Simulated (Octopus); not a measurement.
# Cl2 (chlorine): PBE (scalar, in the pseudopotentials, pseudodojo_pbe potentials, pseudopotentials pseudodojo_pbe, grid spacing 0.21 angstrom)

What is the energy change on altering one bond length of Cl2 (chlorine) at PBE (scalar, in the pseudopotentials, pseudodojo_pbe potentials, pseudopotentials pseudodojo_pbe, grid spacing 0.21 angstrom)? 

The calculation is run with Octopus 16.4.

2 further runs of the same task are left out: 2 set aside as unsound or not needed. Runs told in other sessions of the task aren't counted.

### Step 1. Starting point

Cl2: 2 atoms, total charge 0, spin state singlet. SMILES: `ClCl`. The coordinates come from a PBE0-D4/def2-TZVP relaxation.

Bond lengths: Cl1–Cl2 1.982 Å.

### Step 2. Energy and forces at PBE (scalar, in the pseudopotentials, pseudodojo_pbe potentials, pseudopotentials pseudodojo_pbe, grid spacing 0.21 angstrom)

geometry.xyz reads:

```xyz
2

Cl     0.845690    -0.281600     0.433600
Cl    -0.845690     0.281600    -0.433600
```

On the command line:

```bash
$ OMP_NUM_THREADS=1 octopus > gs.log
```

Standard output:

```text
Version                : 16.4
[... 85 lines left out ...]
** Warning:
[... 34 lines left out ...]
Converged eigenvectors: 0
#  State  Eigenvalue [eV]  Occupation    Error
[... 11 lines left out ...]
Converged eigenvectors: 0
#  State  Eigenvalue [eV]  Occupation    Error
[... 45 lines left out ...]
Converged eigenvectors: 0
#  State  Eigenvalue [eV]  Occupation    Error
[... 11 lines left out ...]
Converged eigenvectors: 0
#  State  Eigenvalue [eV]  Occupation    Error
[... 8 lines left out ...]
Info: SCF converged in   15 iterations
** Warning:
**   Some of the states are not fully converged!
[... 1 line left out ...]
Octopus emitted 2 warnings.
```

Run time: 4.8 s. Hardware: 1 thread of Arm Neoverse V2, shared host; peak memory 0.076 GiB.

### Step 3. The distorted shape, same level

geometry.xyz reads:

```xyz
2

Cl     0.972550    -0.323842     0.498644
Cl    -0.972550     0.323842    -0.498644
```

On the command line:

```bash
$ OMP_NUM_THREADS=1 octopus > gs.log
```

Standard output:

```text
Version                : 16.4
[... 85 lines left out ...]
** Warning:
[... 34 lines left out ...]
Converged eigenvectors: 0
#  State  Eigenvalue [eV]  Occupation    Error
[... 11 lines left out ...]
Converged eigenvectors: 0
#  State  Eigenvalue [eV]  Occupation    Error
[... 42 lines left out ...]
Converged eigenvectors: 0
#  State  Eigenvalue [eV]  Occupation    Error
[... 11 lines left out ...]
Converged eigenvectors: 0
#  State  Eigenvalue [eV]  Occupation    Error
[... 8 lines left out ...]
Info: SCF converged in   14 iterations
** Warning:
**   Some of the states are not fully converged!
[... 1 line left out ...]
Octopus emitted 2 warnings.
```

It took 4.8 s on 1 thread of Arm Neoverse V2, shared host; peak memory 0.078 GiB.

### Step 4. Outcome

At PBE (scalar, in the pseudopotentials, pseudodojo_pbe potentials, pseudopotentials pseudodojo_pbe, grid spacing 0.21 angstrom):

```
                                                           quantity         value
                                          first shape: total energy  -32.79578 Eh
                                         first shape: dipole moment        0.00 D
                                           first shape: HOMO energy      -7.26 eV
                              first shape: largest force on an atom    0.487 eV/Å
                                      distorted shape: total energy  -32.77934 Eh
                                     distorted shape: dipole moment        0.00 D
                                       distorted shape: HOMO energy      -7.79 eV
                          distorted shape: largest force on an atom    2.703 eV/Å
energy change with the Cl1–Cl2 bond stretched from 1.982 to 2.280 Å      0.447 eV
```

What this shows: With the Cl1–Cl2 bond stretched from 1.982 to 2.280 Å the energy rises by 0.45 eV (10.3 kcal/mol). The first shape isn't relaxed at this level, so the change isn't measured from a minimum. The largest force (first shape) is 0.49 eV/Å: the shape isn't a stationary point for this species at this level.
